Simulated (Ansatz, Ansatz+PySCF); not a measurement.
# Stretching singlet SiO

The Si–O distance is varied.

Basis set: def2-SVP (spherical functions). Charge 0, multiplicity 1.

Computed with Ansatz (development build ahead of 0.2.0), each point on the determinant that the search for low states chose. Each curve is measured from its own lowest point listed.

| r(Si–O) (Å) | RHF (eV) |
| --- | --- |
| 1.401 | 0.344 |
| 1.506 | 0.000 |
| 1.522 | 0.024 |
| 1.576 | 0.214 |
| 1.614 | 0.436 |
| 1.645 | 0.654 |
| 1.658 | 0.755 |

Give the RHF-MP2 curve at the same distances.

| r (Å) | E (eV) |
| --- | --- |
| 1.401 | 0.686 |
| 1.506 | 0.026 |
| 1.522 | 0.000 |
| 1.576 | 0.013 |
| 1.614 | 0.103 |
| 1.645 | 0.212 |
| 1.658 | 0.266 |
